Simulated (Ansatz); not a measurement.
## Elastic constant C33 of some solids

Method: LDA in Ansatz (PAW). References are measured values corrected to a static lattice or taken at low temperature (these still hold zero-point motion).

Values in GPa.

| solid | reference | LDA | error (%) |
|---|---|---|---|
| hcp Mg | 66.5 | 75.8 | +14.0 |
| L1₀ (CuAu-type) TiAl | 183† | 182 | -0.5 |
| hcp Y | 80.1 | 88.9 | +11.0 |
| hcp Zn | 68.5 | 92.8 | +35 |
| hcp Os | 843† | 917 | +8.8 |
| hcp Zr | 172 | 178 | +3.5 |
| hcp Be | 342 | 408 | +19.3 |
| hcp Ti | 191 | 208 | +8.9 |

Over these 8 solids the mean error is +12.5 %, the mean absolute error 12.7 % (median 9.9 %), and the worst case hcp Zn at +35 %; the value is too high in 7 of 8 cases.

All these references are low-temperature values that still hold zero-point motion.

Spin–orbit coupling is left out, also for the solids with elements from indium on (hcp Os); its size isn't shown.

† marks references with one source in our tables, § those from which another value on file, of any temperature, differs by over 15 %.

Differences are worked out from the printed values.

Each level is taken at its own relaxed cell. Ansatz's density-functional and Hartree–Fock values are scalar-relativistic unless marked +SOC, with PAW data made under PBE.

Ansatz's runs of these crystals have no spin polarisation.

Not in this set, of the solids of all kinds but layered and molecular ones with a reference value in our tables and a result at some level: 25 for a reference at room or unstated temperature (corundum (α-Al2O3), wurtzite AlN, chalcopyrite CdGeAs2, wurtzite CdS, hcp Cd and 20 more); 1 for a high-temperature or high-pressure phase (wurtzite ZnS). These can be a level's worst cases. At least 6 more with a reference value are held back for tests. The metals Ce to Yb are counted apart.

References as tabulated in Ibrahim et al. (2023), arXiv:2305.03577; Qi et al. (2023), arXiv:2305.11825; Elastic Constants of Yttrium Single Crystals in the Temperature Range 4.2-400 K; Galib et al. (2023), arXiv:2209.08184 and others.

Ansatz is a first-principles code.
